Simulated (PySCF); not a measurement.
Molecule: `InChI=1S/C4H8F2/c1-4(2-5)3-6/h4H,2-3H2,1H3`.

Bonds (- single, = double, # triple, : aromatic): C1-C2, C2-C3, C3-F4, C2-C5, C5-F6. C1 carries H7, H8, H9; C2 carries H10; C3 carries H11, H12; C5 carries H13, H14.

Frames of a GFN2-xTB Langevin trajectory at 300 K; GIAO PBE0/pcSseg-1 shieldings in PySCF 2.14.0 with density-fitted response routines, gas phase, non-relativistic; equivalent atoms averaged within each frame.

References, each an isolated molecule treated in the same way: 13C (σref 186.93) and 1H (σref 31.72) against TMS; CFCl3 for 19F (σref 170.95). The references are static minima.

Q: How do the shifts (ppm) fluctuate along the trajectory?

A: 
| time (fs) | C3/C5 | C2 | C1 | F4/F6 | H11/H13 | H12/H14 | H10 | H7/H8/H9 |
| --- | --- | --- | --- | --- | --- | --- | --- | --- |
| optimised geometry | 85.2 | 40.8 | 12.7 | -261.3 | 4.84 | 4.71 | 1.72 | 1.01 |
| 250 | 84.2 | 50.9 | 13.7 | -260.4 | 5.04 | 4.98 | 3.46 | 1.29 |
| 425 | 88.4 | 42.7 | 16.4 | -245.5 | 5.72 | 4.86 | 1.98 | 1.59 |
| 625 | 88.9 | 40.1 | 21.7 | -246.2 | 5.34 | 5.29 | 1.58 | 1.65 |
| 800 | 91.1 | 42.6 | 12.3 | -247.8 | 5.49 | 4.61 | 2.89 | 1.12 |
| 1000 | 91.3 | 34.7 | 12.7 | -255.5 | 5.66 | 5.34 | 1.10 | 0.82 |
| mean of frames | 88.8 | 42.2 | 15.4 | -251.1 | 5.45 | 5.02 | 2.20 | 1.29 |
| standard deviation | 2.9 | 5.9 | 3.9 | 6.6 | 0.27 | 0.30 | 0.96 | 0.34 |

5 frames give an uncertainty of the mean of about the standard deviation over 2.2 at best, since frames this close in time may not be independent; classical motion lacks zero-point vibration, and the reference would need the same averaging.
